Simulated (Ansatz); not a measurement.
`O[SiH2][SiH3]` → `O[SiH]` + SiH₄ at 500 K and 1 bar (silylene formation by 1,1-elimination).

Program: Ansatz. Geometries: PBE0-D4/def2-TZVP. ΔE: electronic, gas phase. CCSD(T)/CBS adds triple-zeta CCSD(T) − MP2 to the extrapolated MP2 energy (def2 sets, frozen cores). This one scheme is used for every species. One conformer a species, not always the lowest.

```csv
species,CCSD(T)/CBS energy (Eh),H − E (kJ/mol),S (J/(mol·K))
`O[SiH2][SiH3]`,-656.96789,187.7,379.8
`O[SiH]`,-365.43832,75.8,267.5
SiH₄,-291.46306,102.4,230.9
```

H − E and S are ideal-gas, rigid-rotor, harmonic terms from PBE0-D4/def2-TZVP, for one conformer and one mirror image of each species. 1 Eh = 2625.50 kJ/mol, R = 8.31446 J/(mol·K).

**Question.** By hand: ΔE, ΔH, ΔS and ΔG.

**Answer.** ΔE = (-365.43832) + (-291.46306) − (-656.96789) = 0.06651 Eh = 174.6 kJ/mol. Δ(H − E) = 75.8 + 102.4 − 187.7 = -9.5, so ΔH = 165.1 kJ/mol. ΔS = 267.5 + 230.9 − 379.8 = 118.6 J/(mol·K). ΔG = 165.1 − 500 × (118.6)/1000 = 105.8 kJ/mol.

**Question.** By hand: the equilibrium constant, and the temperature at which ΔG would vanish if ΔH and ΔS stayed fixed.

**Answer.** log₁₀ K = −ΔG/(RT ln 10) = -11.1. ΔG = 0 at ΔH/ΔS = 1392 K.

The number of gas molecules changes by +1, which sets the sign of ΔS. A doubt of 5 kJ/mol in ΔE shifts log₁₀ K by 0.5 here. Other conformers and mirror images would add mixing entropy, several J/(mol·K) or more a flexible species. These are equilibria of isolated gas molecules and say nothing of rates. Largest T1 diagnostic: 0.016 (customary marks: 0.02 for closed shells, 0.045 for open ones).
